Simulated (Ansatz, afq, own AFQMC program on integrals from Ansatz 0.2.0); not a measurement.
## BH$_{3}$F, doublet in cc-pVTZ, levels against AFQMC with the constraint released

```
atom    x (Å)    y (Å)   z (Å)
   B  -1.4020   0.0000  0.0000
   H  -1.9987   1.0336  0.0000
   H  -1.9987  -1.0336  0.0000
   H  -0.1160   0.0000  0.0000
   F   1.0160   0.0000  0.0000
```

Connectivity, by distances: BH3 ··· F.

Basis cc-pVTZ. Only valence electrons are correlated. Integrals, coupled cluster, full CI and functionals: Ansatz 0.2.0; the random walks run on the same integrals in our own AFQMC program. The CISD trial takes its coefficients from CCSD amplitudes. Released means that phaseless walkers are propagated on without the constraint, phases kept. ± is one standard error of the sampling.

Determinant: UHF, the one that the program's search chose, which needn't be the lowest solution. The geometry is a point of a scan.

No full CI on the walks' own integrals is used here. The released AFQMC energy serves as the reference, which it does only where one determinant dominates, the energy is flat over the last release times and near the phaseless one (40 meV or 2 meV an electron, half that with transition metals). On small molecules, where full CI could be run and the noise was under 10 meV, such values lay within 10 meV of it in 19 cases of 20, a flattering rate, since the rule was set on those same cases; what remains of the bias isn't in the error bar.

Cautions: the released value is read at 2.40 1/Eh with a noise of 11 meV, more than in the cases checked (meV from the phaseless value at times in 1/Eh: -10 ± 4 at 0.24, -21 ± 5 at 0.51, -9 ± 5 at 0.99, -14 ± 7 at 1.62, -16 ± 11 at 2.40).

* T1 diagnostic: 0.0175
* weight of the determinant in the CISD state: 0.894
* ⟨S²⟩ of the determinant: 0.775
* size of the correlated space: 13 electrons in 100 orbitals

```
  level  correlation energy (eV)
    MP2                  -9.9092
   CCSD                 -10.5609
CCSD(T)                 -10.8430
```

Problem. Estimate where phaseless AFQMC with the Hartree–Fock trial lies against CCSD(T) on the same integrals.

Solution. 6.6 ± 3.2 kJ/mol above CCSD(T).

Reference: AFQMC with the constraint released, correlation energy -10.866 ± 0.011 eV.

| level | E − E(reference) (kJ/mol) | share of correlation (%) |
| --- | --- | --- |
| CCSD(T) | 2.2 ± 1.1 | 99.79 |
| ph-AFQMC/HF | 8.8 ± 3.3 | 99.16 |
| ph-AFQMC/CISD | 1.6 ± 1.2 | 99.85 |

A walk keeps the symmetry of its determinant, which the program's search chose and which needn't be the lowest solution, so a lower state of the same spin and another symmetry isn't excluded. Released energies are given only where the last usable release times agree within the noise; a slower fall can still hide under it.
